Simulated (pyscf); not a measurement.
Single points on ωB97X-D3(BJ)/def2-SVP structures (PySCF, gas phase). MP2 and CC: frozen core, UHF for open shells. ΔMP2 is the change of the MP2 total energy from the triple- to the quadruple-zeta basis.

Estimate by transition-state theory the rate constant of HO–AlH₂ (SMILES [OH][AlH2]) + CH₃• (SMILES [CH3]) → •O–AlH₂ (SMILES [O][AlH2]) + CH₄ (SMILES C) (doublet surface; H–O broken, C–H formed) at 1200 K, with CCSD(T)/def2-TZVPP + ΔMP2(QZVPP) energies (ideal gas, 1 atm, RRHO with modes under 100 cm⁻¹ raised to 100, one conformer, R ln 2 for rigid chiral ones; no tunnelling).

The electronic barrier is 20.2 kcal/mol and the thermal terms add +35.9, so ΔG‡ = 56.1 kcal/mol. With k_BT/h = 2.50e+13 s⁻¹ and RT = 2.385 kcal/mol, and a volume of 1.64e-19 cm³ per molecule at 1 atm, k = 2.5e-16 cm³ molecule⁻¹ s⁻¹. Wigner's tunnelling factor for 1062i cm⁻¹ would be 1.07. A shift of 1 kcal/mol in the barrier changes k by a factor 1.5. •O–AlH₂ lies 34.3 kcal/mol over its isomer [HO–AlH]•, and others may lie lower still (electronic energy, ωB97M-D3(BJ)). One saddle was located; it need not be the lowest between these sides. The angle at the transferred H is 170°. The CCSD(T) − MP2 part came from Ansatz, without density fitting, on the same reference.
